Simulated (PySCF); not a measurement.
Compound: C₅H₁₀N (doublet state).
Structure used (GFN2-xTB), in Å, numbered top down from 1:
```xyz
16
C5H10N angstrom
C      3.249   -0.238   -0.091
C      2.108    0.139   -0.561
C      0.815    0.286    0.228
C     -0.277   -0.615   -0.342
C     -1.615   -0.376    0.358
N     -2.056    0.992    0.135
H      3.670   -0.532    0.842
H      1.997    0.383   -1.612
H      0.481    1.324    0.164
H      0.994    0.041    1.275
H      0.008   -1.663   -0.226
H     -0.396   -0.414   -1.410
H     -1.492   -0.509    1.437
H     -2.341   -1.129    0.004
H     -2.236    1.144   -0.852
H     -2.916    1.176    0.639
```

The hyperfine couplings belong to this conformer and change with its torsions.

The species is `C(CN)C/C=[C]\[H]` [radical].

Method used: UKS B3LYP, pcH-1 on C H N, non-relativistic, mean-field spin-orbit, GIAO (PySCF). One conformer (not necessarily the lowest) at the GFN2-xTB geometry, without solvent, vibrations or thermal averaging. A GFN2-xTB geometry isn't a minimum of the functional, and hyperfine couplings can be far from their values at a DFT geometry. Stability of the SCF solution: not tested.

Q: What is the g tensor, term by term?

A: 
```csv
Δg (ppm),1,2,3
relativistic mass correction,-147,-147,-147
gauge correction,32,6,-55
orbital Zeeman/spin–orbit,-482,33,550
total,-597,-108,349
```

So g = 2.00172, 2.00221, 2.00267 and g_iso = 2.00220; the tensor is rhombic: the two nearest values differ by 48 % of g3 − g1. Axes: g1 points within 8° of the C1–H7 bond and g2 points within 3° of the C2–C3 bond.

Q: What are the electron Larmor frequencies g μB B/h along the three axes at 340 mT?

A: 9.5256, 9.5280, 9.5301 GHz for g1, g2 and g3, a range of 4.5 MHz.

Q: At 9.472 GHz, how far is the centre of the isotropic spectrum from where a free electron (g = 2.002319) resonates?

A: B = hν/(g μB) with μB/h = 13.99624 MHz/mT gives 337.98 mT for the free electron and 338.00 mT at g_iso, 0.02 mT higher.

Q: Average each term over the three axes. Which is largest in size?

A: The mass correction -147, the orbital-Zeeman/spin–orbit term 34 and the gauge correction -6 ppm, for a total of -119 ppm. The mass correction is the largest in size. The mass correction is the same along every axis, so the anisotropy comes from the other two: their spans along these axes are 87 (gauge) and 1032 ppm (orbital Zeeman/spin–orbit).

Q: In a frozen sample, at which fields do the three g values resonate at 9.5, 34, 94 and 263 GHz (hyperfine left aside), and which band first spreads them over more than twice a line width of 0.3 mT?

A: 
```
band    GHz  B(g3) mT  B(g2) mT  B(g1) mT  spread mT
   X    9.5    338.92    339.00    339.08       0.16
   Q   34.0   1212.99   1213.27   1213.57       0.57
   W   94.0   3353.57   3354.34   3355.15       1.58
   J  263.0   9382.86   9385.00   9387.29       4.43
```

The spread grows in proportion to the frequency. W band is the first where it exceeds 0.6 mT.

The largest Mulliken spin populations are on C1 (+1.04), C2 (-0.17) and C3 (+0.08). C1 is the only atom above +0.15. The positive populations add up to 1.17 and the negative ones to -0.17, together 2S = 1.

The HOMO–LUMO gaps are 6.67 eV among the α and 4.60 eV among the β orbitals.

Hardware: an Arm Neoverse V2 with one thread, no GPU, shared host. Cost: 43 s of wall time (grids of density and orbitals included), 0.91 GiB resident at most.
